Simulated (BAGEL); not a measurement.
# C2H4F2O (SMILES FCOCF): RI-MP2/cc-pVDZ (density fitting with qzvpp-jkfit)

What is the energy change on altering one bond length of C2H4F2O at RI-MP2/cc-pVDZ (density fitting with qzvpp-jkfit)? 

The calculation is run with BAGEL 1.2.2.

3 further runs of the same task are left out: 3 that didn't finish.

**1. The system as given**

C2H4F2O: 9 atoms, total charge 0, spin state singlet. As SMILES, `FCOCF`. Geometry: relaxed at PBE0-D4/def2-TZVP. This is one conformer, not always the lowest.

Bond lengths: F1–C2 1.375 Å, C2–O3 1.381 Å, O3–C4 1.381 Å, C4–F5 1.375 Å, C2–H6 1.094 Å, C2–H7 1.090 Å, C4–H8 1.094 Å, C4–H9 1.090 Å. Some angles: F1–C2–O3 110.4°, C2–O3–C4 114.8°, O3–C4–F5 110.4°, F1–C2–H6 107.3°, F1–C2–H7 108.3°, O3–C2–H6 111.9°, O3–C2–H7 107.0°, O3–C4–H8 111.9°, O3–C4–H9 107.0°, F5–C4–H8 107.3°.

**2. A single-point energy at RI-MP2/cc-pVDZ (density fitting with qzvpp-jkfit)**

job.json

```json
{ "bagel": [

{
  "title": "molecule",
  "basis": "cc-pvdz.json",
  "df_basis": "qzvpp-jkfit",
  "angstrom": "true",
  "geometry": [
    { "atom": "F", "xyz": [   -1.734200,    0.805200,   -0.245200 ] },
    { "atom": "C", "xyz": [   -0.460700,    0.758500,   -0.762300 ] },
    { "atom": "O", "xyz": [    0.071100,   -0.508000,   -0.618700 ] },
    { "atom": "C", "xyz": [    0.447400,   -0.834700,    0.669300 ] },
    { "atom": "F", "xyz": [    1.603900,   -0.174500,    1.013000 ] },
    { "atom": "H", "xyz": [    0.132500,    1.512200,   -0.235900 ] },
    { "atom": "H", "xyz": [   -0.517700,    0.959900,   -1.832000 ] },
    { "atom": "H", "xyz": [   -0.316800,   -0.555400,    1.400900 ] },
    { "atom": "H", "xyz": [    0.648400,   -1.905900,    0.679800 ] }
  ]
},
{
  "title": "hf"
},
{
  "title": "mp2",
  "ncore": 5
}

]}
```

The basis set cc-pVDZ is read from a file made from the Basis Set Exchange's data (not shown).

On the command line:

```console
$ BAGEL_NUM_THREADS=1 BAGEL job.json > job.out
```

Output:

```text
* using 1 threads per process

  ===============================================================
  ===============================================================

  *** Geometry ***

  { "atom" : "F", "xyz" : [     -3.277163,      1.521607,     -0.463361 ] },
  { "atom" : "C", "xyz" : [     -0.870597,      1.433357,     -1.440538 ] },
  { "atom" : "O", "xyz" : [      0.134360,     -0.959981,     -1.169174 ] },
  { "atom" : "C", "xyz" : [      0.845463,     -1.577354,      1.264794 ] },
  { "atom" : "F", "xyz" : [      3.030932,     -0.329757,      1.914293 ] },
  { "atom" : "H", "xyz" : [      0.250389,      2.857644,     -0.445786 ] },
  { "atom" : "H", "xyz" : [     -0.978311,      1.813948,     -3.461978 ] },
  { "atom" : "H", "xyz" : [     -0.598665,     -1.049554,      2.647317 ] },
  { "atom" : "H", "xyz" : [      1.225298,     -3.601629,      1.284636 ] },

  Number of auxiliary basis functions:      453

  Since a DF basis is specified, we compute 2- and 3-index integrals:
    o Being stored without compression. Storage requirement is 0.029 GB

  Number of basis functions:       90
  Number of electrons      :       42

    * METHOD: MOLECULE                             0.23

  *** RHF ***

  === Nuclear Repulsion ===
   193.1082387979

      * DIIS with orbital gradients will be used.

  === RHF iteration (cc-pvdz.json) ===
      0       -351.60200190          0.01365036           0.07
      1       -351.75179461          0.00878397           0.06
      2       -351.80891639          0.00112848           0.06
      3       -351.81041764          0.00020639           0.06
      4       -351.81045803          0.00007454           0.06
      5       -351.81046576          0.00002548           0.06
      6       -351.81046670          0.00000949           0.06
      7       -351.81046680          0.00000304           0.06
      8       -351.81046681          0.00000104           0.06
      9       -351.81046681          0.00000023           0.06
     10       -351.81046682          0.00000007           0.06
     11       -351.81046682          0.00000003           0.06
     12       -351.81046682          0.00000001           0.06
     13       -351.81046682          0.00000000           0.06
    * SCF iteration converged.

    * Permanent dipole moment:
           (   -0.005344,     0.032552,     0.039765) a.u.

    * METHOD: HF                                   1.02

  *** RHF ***

  === Nuclear Repulsion ===
   193.1082387979

      * DIIS with orbital gradients will be used.

  === RHF iteration (cc-pvdz.json) ===
      0       -351.81046682          0.00000000           0.06
    * SCF iteration converged.

    * Permanent dipole moment:
           (   -0.005344,     0.032552,     0.039765) a.u.

  === DF-MP2 calculation ===

    * freezing 5 orbitals
    * 3-index integral transformation done
    * assembly done

      MP2 correlation energy:   -0.8279156360      0.06

      MP2 total energy:       -352.6383824510

    * METHOD: MP2                                  0.20

  ===============================================================
```

It took 1.6 s on 1 thread of Arm Neoverse V1, shared host; peak memory 0.12 GiB.

**3. The distorted shape, same level**

input.json

```json
{ "bagel" : [

{
  "title" : "molecule",
  "basis" : "cc-pvdz.json",
  "df_basis" : "qzvpp-jkfit",
  "angstrom" : "true",
  "geometry" : [
    { "atom" : "F", "xyz" : [      -1.717099,       0.744777,       0.075728 ] },
    { "atom" : "C", "xyz" : [      -0.443599,       0.698077,      -0.441372 ] },
    { "atom" : "O", "xyz" : [       0.088201,      -0.568423,      -0.297772 ] },
    { "atom" : "C", "xyz" : [       0.464501,      -0.895123,       0.990228 ] },
    { "atom" : "F", "xyz" : [       1.621001,      -0.234923,       1.333928 ] },
    { "atom" : "H", "xyz" : [       0.149601,       1.451777,       0.085028 ] },
    { "atom" : "H", "xyz" : [      -0.517700,       0.959900,      -1.832000 ] },
    { "atom" : "H", "xyz" : [      -0.299699,      -0.615823,       1.721828 ] },
    { "atom" : "H", "xyz" : [       0.665501,      -1.966323,       1.000728 ] }
  ]
},

{
  "title" : "hf"
},

{
  "title" : "mp2",
  "ncore" : 5
}

]}
```

The basis set cc-pVDZ is read from a file made from the Basis Set Exchange's data (not shown).

On the command line:

```console
$ BAGEL_NUM_THREADS=1 BAGEL input.json > input.out
```

Output:

```text
* using 1 threads per process

  ===============================================================
  ===============================================================

  *** Geometry ***

  { "atom" : "F", "xyz" : [     -3.244847,      1.407425,      0.143105 ] },
  { "atom" : "C", "xyz" : [     -0.838281,      1.319174,     -0.834072 ] },
  { "atom" : "O", "xyz" : [      0.166676,     -1.074164,     -0.562708 ] },
  { "atom" : "C", "xyz" : [      0.877780,     -1.691537,      1.871260 ] },
  { "atom" : "F", "xyz" : [      3.063248,     -0.443940,      2.520759 ] },
  { "atom" : "H", "xyz" : [      0.282705,      2.743461,      0.160680 ] },
  { "atom" : "H", "xyz" : [     -0.978311,      1.813948,     -3.461978 ] },
  { "atom" : "H", "xyz" : [     -0.566349,     -1.163737,      3.253783 ] },
  { "atom" : "H", "xyz" : [      1.257615,     -3.715812,      1.891102 ] },

  Number of auxiliary basis functions:      453

  Since a DF basis is specified, we compute 2- and 3-index integrals:
    o Being stored without compression. Storage requirement is 0.029 GB

  Number of basis functions:       90
  Number of electrons      :       42

    * METHOD: MOLECULE                             0.26

  *** RHF ***

  === Nuclear Repulsion ===
   191.6948330999

      * DIIS with orbital gradients will be used.

  === RHF iteration (cc-pvdz.json) ===
      0       -351.54750143          0.01399887           0.07
      1       -351.70250004          0.00904770           0.06
      2       -351.76448730          0.00115036           0.06
      3       -351.76619146          0.00023454           0.06
      4       -351.76624731          0.00008937           0.06
      5       -351.76625912          0.00002769           0.06
      6       -351.76626030          0.00001055           0.06
      7       -351.76626043          0.00000332           0.06
      8       -351.76626044          0.00000122           0.06
      9       -351.76626045          0.00000028           0.06
     10       -351.76626045          0.00000009           0.06
     11       -351.76626045          0.00000004           0.06
     12       -351.76626045          0.00000002           0.06
     13       -351.76626045          0.00000001           0.06
    * SCF iteration converged.

    * Permanent dipole moment:
           (   -0.013315,     0.081809,    -0.089736) a.u.

    * METHOD: HF                                   1.03

  *** RHF ***

  === Nuclear Repulsion ===
   191.6948330999

      * DIIS with orbital gradients will be used.

  === RHF iteration (cc-pvdz.json) ===
      0       -351.76626045          0.00000000           0.06
    * SCF iteration converged.

    * Permanent dipole moment:
           (   -0.013315,     0.081809,    -0.089736) a.u.

  === DF-MP2 calculation ===

    * freezing 5 orbitals
    * 3-index integral transformation done
    * assembly done

      MP2 correlation energy:   -0.8347186095      0.07

      MP2 total energy:       -352.6009790547

    * METHOD: MP2                                  0.21

  ===============================================================
```

Wall time 1.6 s (1 thread of Arm Neoverse V1, shared host); peak memory 0.12 GiB.

**4. Results**

At RI-MP2/cc-pVDZ (density fitting with qzvpp-jkfit), 5 core orbitals frozen:

| quantity | value |
| --- | --- |
| first shape: total energy | -352.63838 Eh |
| first shape: correlation energy (5 core orbitals frozen) | -827.9 mEh |
| distorted shape: total energy | -352.60098 Eh |
| distorted shape: correlation energy (5 core orbitals frozen) | -834.7 mEh |
| energy change with the C2–H7 bond stretched from 1.090 to 1.417 Å | 1.018 eV |

With the C2–H7 bond stretched from 1.090 to 1.417 Å the energy rises by 1.02 eV (98 kJ/mol). The first shape isn't relaxed at this level, so the change isn't measured from a minimum.
